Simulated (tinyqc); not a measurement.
Coupled-perturbed Hartree-Fock on RHF in the sto-3g basis, for LiH, spin multiplicity 1, step by step. One step of it, computed by the program tinyqc.

Task: Orthogonalisation. S = U s U^T; symmetric (Loewdin) form X = U s^(-1/2) U^T, so that X^T S X = 1.

overlap S:
```
           1Li 1s    1Li 2s   1Li 2px   1Li 2py   1Li 2pz     2H 1s
1Li 1s   1.000000  0.241137  0.000000  0.000000  0.000000  0.065671
1Li 2s   0.241137  1.000000  0.000000  0.000000  0.000000  0.393772
1Li 2px  0.000000  0.000000  1.000000  0.000000  0.000000  0.000000
1Li 2py  0.000000  0.000000  0.000000  1.000000  0.000000  0.000000
1Li 2pz  0.000000  0.000000  0.000000  0.000000  1.000000  0.511778
2H 1s    0.065671  0.393772  0.000000  0.000000  0.511778  1.000000
```

Give: eigenvalues of S; X.

Result:

eigenvalues of S: 0.349  0.799  1.000  1.000  1.171  1.682

X:
```
         1Li 1s  1Li 2s  1Li 2px  1Li 2py  1Li 2pz   2H 1s
1Li 1s    1.023  -0.129    0.000    0.000   -0.005   0.007
1Li 2s   -0.129   1.110    0.000    0.000    0.112  -0.277
1Li 2px   0.000   0.000    1.000    0.000    0.000   0.000
1Li 2py   0.000   0.000    0.000    1.000    0.000   0.000
1Li 2pz  -0.005   0.112    0.000    0.000    1.144  -0.357
2H 1s     0.007  -0.277    0.000    0.000   -0.357   1.230
```
